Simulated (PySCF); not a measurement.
**[PO2]+ (SMILES O=[P+]=O) at CCSDT/STO-6G**

What is the vertical ionisation energy of [PO2]+ at CCSDT/STO-6G? The job is set up through a Python script.

The calculation is run with PySCF 2.14.0.

10 further runs of the same task are left out: 1 that didn't finish, 9 set aside as unsound or not needed.

## Step 1: The structure to begin with

[PO2]+: 3 atoms, total charge +1, spin state singlet. SMILES: `O=[P+]=O`. The shape is that of a GFN2-xTB optimisation.

Bond lengths: O1–P2 1.407 Å, P2–O3 1.408 Å. Angles: O1–P2–O3 179.9°.

## Step 2: A single-point energy at CCSDT/STO-6G

File input.py:

```python
# O=[P+]=O
from pyscf import gto, cc

mol = gto.M(
    atom=[
    ('O', (0.792290, 1.025900, 0.548180)),
    ('P', (0.000230, -0.000210, 0.000340)),
    ('O', (-0.792520, -1.025690, -0.548520)),
],
    max_memory=1860,
    basis='sto-6g',
    charge=1,
    verbose=3,
)

hf = mol.RHF()
hf.conv_tol = 1e-10
hf.kernel()
if not hf.converged:
    hf = hf.newton().run(hf.mo_coeff, hf.mo_occ)

mycc = cc.CCSDT(hf, frozen=7)
mycc.kernel()
energy = mycc.e_tot
print('E = %.10f Eh' % energy)
```

Command:

```console
$ OMP_NUM_THREADS=1 python input.py
```

The log of the run:

```text
converged SCF energy = -488.179762363767
_make_eris_incore_RCCSDT

WARN: A large `blksize` is being used, which may cause large memory consumption
      for storing contraction intermediates. If memory is sufficient, consider using
      `pyscf.cc.rccsdt_highm.RCCSDT` instead.

RCCSDT converged
E(RCCSDT) = -488.439654969161   E_corr = -0.259892605393758
E_corr(same-spin) = -0.0642625730898882
E_corr(oppo-spin) = -0.19563003230387
E = -488.4396549692 Eh
```

It took 1.2 s on 1 thread of Arm Neoverse V2, shared host; peak memory 0.12 GiB.

## Step 3: Doublet [PO2]2+, same level

File input.py:

```python
from pyscf import gto, cc

mol = gto.Mole()
mol.atom = '''
O      0.792290     1.025900     0.548180
P      0.000230    -0.000210     0.000340
O     -0.792520    -1.025690    -0.548520
'''
mol.basis = 'sto-6g'
mol.charge = 2
mol.verbose = 4
mol.spin = 1
mol.max_memory = 1860
mol.build()

hf = mol.UHF()
hf.conv_tol = 1e-10
hf.kernel()
if not hf.converged:
    hf = hf.newton().run(hf.mo_coeff, hf.mo_occ)

mycc = cc.CCSDT(hf, frozen=7)
mycc.kernel()
energy = mycc.e_tot
print('E = %.10f Eh' % energy)
```

Command:

```console
$ OMP_NUM_THREADS=1 python input.py
```

The log of the run:

```text
PySCF version 2.14.0

[INPUT] num. atoms = 3
[INPUT] num. electrons = 29
[INPUT] charge = 2
[INPUT] spin (= nelec alpha-beta = 2S) = 1
[INPUT] symmetry False subgroup None
[INPUT] Mole.unit = angstrom
[INPUT] Symbol           X                Y                Z      unit          X                Y                Z       unit  Magmom
[INPUT]  1 O      0.792290000000   1.025900000000   0.548180000000 AA    1.497211111232   1.938670031191   1.035910066964 Bohr   0.0
[INPUT]  2 P      0.000230000000  -0.000210000000   0.000340000000 AA    0.000434637009  -0.000396842486   0.000642506882 Bohr   0.0
[INPUT]  3 O     -0.792520000000  -1.025690000000  -0.548520000000 AA   -1.497645748240  -1.938273188705  -1.036552573846 Bohr   0.0

nuclear repulsion = 102.269077003964
number of shells = 11
number of NR pGTOs = 114
number of NR cGTOs = 19
basis = sto-6g
ecp = {}

[... 19 lines left out ...]
WARN: beta  nocc = 14  HOMO -0.467182251457288 >= LUMO -0.46718224852668
[... 62 lines left out ...]
converged SCF energy = -487.55960357746  <S^2> = 1.1861336  2S+1 = 2.3967758
[... 17 lines left out ...]
WARN: A large `blksize_v_aaa` is being used, which may cause large memory consumption
[... 3 lines left out ...]
WARN: A large `blksize_v_aab` is being used, which may cause large memory consumption
[... 10 lines left out ...]
Init t2, MP2 energy = -0.139587794955145
[... 26 lines left out ...]
UCCSDT converged
[... 3 lines left out ...]
E = -487.7640732583 Eh
```

Run time: 2 s. Hardware: 1 thread of Arm Neoverse V2, shared host; peak memory 0.12 GiB.

## Step 4: Outcome

Level: CCSDT/STO-6G, 7 core orbitals frozen.

| quantity | value |
| --- | --- |
| singlet [PO2]+: total energy | -488.43965 Eh |
| singlet [PO2]+: HOMO energy (Hartree–Fock orbitals) | -19.53 eV |
| singlet [PO2]+: LUMO energy (Hartree–Fock orbitals) | -3.74 eV |
| singlet [PO2]+: HOMO–LUMO gap (Hartree–Fock orbitals) | 15.79 eV |
| singlet [PO2]+: correlation energy (7 core orbitals frozen) | -259.9 mEh |
| singlet [PO2]+: T1 diagnostic | 0.034 |
| doublet [PO2]2+: total energy | -487.76407 Eh |
| doublet [PO2]2+: HOMO energy (Hartree–Fock orbitals) (highest over α and β) | -30.71 eV |
| doublet [PO2]2+: LUMO energy (Hartree–Fock orbitals) (lowest over α and β) | -14.76 eV |
| doublet [PO2]2+: correlation energy (7 core orbitals frozen) | -204.5 mEh |
| doublet [PO2]2+: ⟨S²⟩ of the reference determinant | 1.186 |
| doublet [PO2]2+: T1 diagnostic | 0.064 |
| vertical ionisation energy (to the doublet dication) | 18.384 eV |

In words: The vertical ionisation energy comes to 18.38 eV (424 kcal/mol). In a minimal basis such a difference can be off by several eV, whatever the method. The T1 diagnostic (singlet [PO2]+) of 0.034 is above the customary mark for such species, so a single reference may not serve. Mulliken charges (singlet [PO2]+) of the mean-field density run from -0.27 on O1 to +1.53 on P2. ⟨S²⟩ (doublet [PO2]2+) is 1.19 where a pure doublet has 0.75: the reference is spin-contaminated. The T1 diagnostic (doublet [PO2]2+) of 0.064 is above the customary mark for such species, so a single reference may not serve.
